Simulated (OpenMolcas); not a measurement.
**One shape, several levels: H2S2 (SMILES SS)**

Aim: a comparison of 6 runs (HF/STO-3G, B2PLYP/STO-3G, B3LYP/STO-3G, UB3LYP/STO-3G, MP2/STO-3G, CISD/STO-3G) of H2S2. 

The results are computed with OpenMolcas 26.06.

2 further runs of the same task are left out: 1 that didn't finish, 1 set aside as unsound or not needed.

**1. The molecule**

The species is H2S2 (4 atoms), meant as a singlet with charge 0. SMILES: `SS`. The S1–S2 distance was set to 3.580 Å, away from the relaxed value. At this shape a bond of the SMILES string is far longer than usual.

Bond lengths: S1–H3 1.347 Å, S2–H4 1.347 Å. A long bond or contact: S1–S2 3.580 Å.

**2. The energy at HF/STO-3G (run 1)**

Input file mol.inp:

```
* H2S2 Hartree-Fock
>>> EXPORT MOLCAS_PRINT=2

&GATEWAY
 BasLib=$CurrDir
 Coord
 4
 angstrom
 S        1.327668      -2.222269       0.241187
 S        0.060220       1.121560       0.067360
 H        0.317768      -2.785649       0.931377
 H       -0.619290       1.020250      -1.090950
 Basis=STO-3G
 Group=NoSym

&SEWARD

&SCF
 Thresholds=1e-10 1e-07 1e-07 1e-05
 PrOrbitals=1 1
```

The basis set STO-3G is read from a file made from the Basis Set Exchange's data (not shown).

The run is started by

```
$ export MOLCAS_MEM=1860
$ pymolcas mol.inp > mol.log
```

The log of the run:

```text
--- Start Module: gateway ---
[...]
--- Stop Module: gateway /rc=_RC_ALL_IS_WELL_ ---
--- Start Module: seward ---
[...]
      Basis functions           20
--- Stop Module: seward /rc=_RC_ALL_IS_WELL_ ---
--- Start Module: scf ---
[...]
       Convergence after  12 Iterations
[...]
::    Total SCF energy                               -787.2487282872
[...]
      Total spin, S                                     0.0000000000
[...]
      Total electronic charge=   34.000000
      Total            charge=   -0.000000
[...]
      Dipole Moment (debye):
      Origin of the operator (angstrom)=    0.6681   -0.5605    0.1471
                   X= -8.9325E-01               Y= -3.5144E-01               Z= -2.4750E-01           Total=  9.9129E-01
      Quadrupole Moment (debye*angstrom):
[...]
--- Stop Module: scf /rc=_RC_ALL_IS_WELL_ ---
[...]
```

Run time: 1.8 s. Hardware: 1 thread of Intel Xeon Platinum 8488C (Sapphire Rapids), shared host; peak memory 0.37 GiB.

**3. A single-point energy at B2PLYP/STO-3G (run 2)**

Input file mol.inp:

```
&GATEWAY
BasLib = $CurrDir
Coord
4
angstrom
S        1.327668      -2.222269       0.241187
S        0.060220       1.121560       0.067360
H        0.317768      -2.785649       0.931377
H       -0.619290       1.020250      -1.090950
Basis = STO-3G
Group = NoSym
&SEWARD
GridInput
Grid=UltraFine
End of Grid
&SCF
KSDFT = B2PLYP_SCF
Thresholds = 1e-10 1e-07 1e-07 1e-05
PrOrbitals = 1 1
&MBPT2
Frozen = 10
```

The basis set STO-3G is read from a file made from the Basis Set Exchange's data (not shown).

The run is started by

```
$ export MOLCAS_MEM=1860
$ pymolcas mol.inp > mol.log
```

The log of the run:

```text
--- Start Module: gateway ---
[...]
--- Stop Module: gateway /rc=_RC_ALL_IS_WELL_ ---
[...]
      Basis functions           20
[...]
--- Start Module: scf ---
[...]
       Convergence after  11 Iterations
[...]
::    Total KS-DFT energy                            -788.1877554581
[...]
      Total spin, S                                     0.0000000000
[...]
      Total electronic charge=   34.000000
      Total            charge=   -0.000000
[...]
      Dipole Moment (debye):
      Origin of the operator (angstrom)=    0.6681   -0.5605    0.1471
                   X= -8.7134E-01               Y= -3.4282E-01               Z= -2.4143E-01           Total=  9.6697E-01
      Quadrupole Moment (debye*angstrom):
[...]
--- Stop Module: scf /rc=_RC_ALL_IS_WELL_ ---
[...]
--- Start Module: mbpt2 ---
[...]
 ###    WARNING: MP2 implementation intended for RHF references only         ###
 ###############################################################################
MBPT2 WARNING: Reference function according to RunFile:KS-DFT
I'll assume you know what you're doing and continue
WARNING!
Default frozen orbitals as non valence orbitals is overwritten by user input.
Default values:  10
[...]
       Reference weight ( Cref**2 )         =        0.54111
::    Total MBPT2 energy                             -788.4244719453
[...]
      Total MBPT2 calculations                           0.04      0.03
--- Stop Module: mbpt2 /rc=_RC_ALL_IS_WELL_ ---
[...]
```

Run time: 3.6 s. Hardware: 1 thread of Intel Xeon Platinum 8488C (Sapphire Rapids), shared host; peak memory 0.37 GiB.

**4. The energy at B3LYP/STO-3G (run 3)**

Input file mol.inp:

```
* H2S2 Kohn-Sham DFT

&GATEWAY
  BasLib=$CurrDir
  Coord
  4
  angstrom
  S        1.327668      -2.222269       0.241187
  S        0.060220       1.121560       0.067360
  H        0.317768      -2.785649       0.931377
  H       -0.619290       1.020250      -1.090950
  Basis=STO-3G
  Group=NoSym

&SEWARD
  GridInput
  Grid=UltraFine
  End of Grid

&SCF
  KSDFT=B3LYP
  Thresholds=1e-10 1e-07 1e-07 1e-05
  PrOrbitals=1 1
```

The basis set STO-3G is read from a file made from the Basis Set Exchange's data (not shown).

The run is started by

```
$ export MOLCAS_MEM=1860
$ pymolcas mol.inp > mol.log
```

The log of the run:

```text
--- Start Module: gateway ---
[...]
--- Stop Module: gateway /rc=_RC_ALL_IS_WELL_ ---
--- Start Module: seward ---
[...]
      Basis functions           20
--- Stop Module: seward /rc=_RC_ALL_IS_WELL_ ---
--- Start Module: scf ---
[...]
       Convergence after  13 Iterations
[...]
::    Total KS-DFT energy                            -788.5678539482
[...]
      Total spin, S                                     0.0000000000
[...]
      Total electronic charge=   34.000000
      Total            charge=   -0.000000
[...]
      Dipole Moment (debye):
      Origin of the operator (angstrom)=    0.6681   -0.5605    0.1471
                   X= -8.4533E-01               Y= -3.3259E-01               Z= -2.3422E-01           Total=  9.3812E-01
      Quadrupole Moment (debye*angstrom):
[...]
--- Stop Module: scf /rc=_RC_ALL_IS_WELL_ ---
[...]
```

Wall time 3.9 s (1 thread of Intel Xeon Platinum 8488C (Sapphire Rapids), shared host); peak memory 0.37 GiB.

Runs 4 to 5 aren't shown in full; the table further down has their settings and results.

**5. The energy at CISD/STO-3G (run 6)**

Input file mol.input:

```
&gateway
  baslib
  $CurrDir
  coord
  4
  angstrom
  S        1.327668      -2.222269       0.241187
  S        0.060220       1.121560       0.067360
  H        0.317768      -2.785649       0.931377
  H       -0.619290       1.020250      -1.090950
  basis
  STO-3G
  group
  NoSym

&seward

&scf
  thresholds
  1e-10 1e-07 1e-07 1e-05
  prorbitals
  1 1

&motra
  frozen
  10

&guga
  electrons
  14
  spin
  1
  inactive
  7
  active
  0
  ciall
  1

&cpf
  sdci
```

The basis set STO-3G is read from a file made from the Basis Set Exchange's data (not shown).

The run is started by

```
$ export MOLCAS_MEM=1860
$ pymolcas mol.input > mol.log
```

The log of the run:

```text
--- Start Module: gateway ---
[...]
--- Stop Module: gateway /rc=_RC_ALL_IS_WELL_ ---
[...]
      Basis functions           20
[...]
       Convergence after  12 Iterations
[...]
::    Total SCF energy                               -787.2487282872
[...]
      Total spin, S                                     0.0000000000
[...]
      *** WARNING: Default frozen orbitals is overwritten by user input.
      *** Default values:  10
[...]
--- Start Module: guga ---
[...]
--- Stop Module: guga /rc=_RC_ALL_IS_WELL_ ---
--- Start Module: cpf ---
[...]
      Active orbitals                            0       0
[...]
      Spin quantum number                      0.0
[...]
     FINAL CI ENERGY          -787.44612756
     FINAL CORRELATION ENERGY   -0.19739928  REFERENCE ENERGY    -787.24872829
[...]
     REL. CI ENERGY           -787.44612756
[...]
      Total electronic charge=   34.000000
      Total            charge=   -0.000000
[...]
      Dipole Moment (debye):
      Origin of the operator (angstrom)=    0.6681   -0.5605    0.1471
                   X= -8.3206E-01               Y= -3.2737E-01               Z= -2.3055E-01           Total=  9.2339E-01
      Quadrupole Moment (debye*angstrom):
[...]
--- Stop Module: cpf /rc=_RC_ALL_IS_WELL_ ---
[...]
```

It took 1.9 s on 1 thread of Intel Xeon Platinum 8488C (Sapphire Rapids), shared host; peak memory 0.37 GiB.

**6. All runs side by side**

```tsv
run	level	frozen core orbitals	integration grid	energy (Eh)	dipole moment (D) of the reference	HOMO energy (eV)	LUMO energy (eV)	wall time
1	HF/STO-3G	–	–	-787.248728	0.99	-4.37	0.80	1.8 s
2	B2PLYP/STO-3G	10	UltraFine	-788.251669	0.97	-3.95	-0.89	3.6 s
3	B3LYP/STO-3G	–	UltraFine	-788.567854	0.94	-3.19	-2.02	3.9 s
4	UB3LYP/STO-3G	–	UltraFine	-788.613547	0.92	-2.85	-0.31	17 s
5	MP2/STO-3G	10	–	-787.397714	0.99	-4.37	0.80	1.8 s
6	CISD/STO-3G	10	–	-787.446128	0.99	-4.37	0.80	1.9 s
```

**7. Results**

| quantity | value |
| --- | --- |
| run 6: total energy | -787.44613 Eh |
| run 6: dipole moment (mean-field density) | 0.99 D |
| run 6: HOMO energy (Hartree–Fock orbitals) | -4.37 eV |
| run 6: LUMO energy (Hartree–Fock orbitals) | 0.80 eV |
| run 6: HOMO–LUMO gap (Hartree–Fock orbitals) | 5.17 eV |
| run 6: correlation energy (10 core orbitals frozen) | -197.4 mEh |

What this shows: Below the HF energy at the same shape and in the same basis (STO-3G): MP2 -149.0 mEh; CISD -197.4 mEh. Over runs 1, 2, 3, 4 the dipole moment (its size) runs from 0.92 D (UB3LYP/STO-3G) to 0.99 D (HF/STO-3G). Over runs 1, 2, 3, 4 the HOMO–LUMO gap runs from 1.17 eV (B3LYP/STO-3G) to 5.17 eV (HF/STO-3G). Exact exchange widens orbital gaps. For B2PLYP the log adds the whole second-order term; the table takes 0.27 of it, as the functional is defined. Totals of different functionals can't be ranked against each other. In runs 1, 2, 3, 4, 5, 6 the basis is minimal, so the values are rough. In runs 1, 2, 3, 5, 6 a closed-shell determinant meets a far-stretched bond, which it describes badly. Spin contamination of the reference: run 4 ⟨S²⟩ = 0.97. Where it is this large, the reference is a mixture of spin states, and values that rest on it are in doubt. All runs together took 30 s, the longest 17 s.
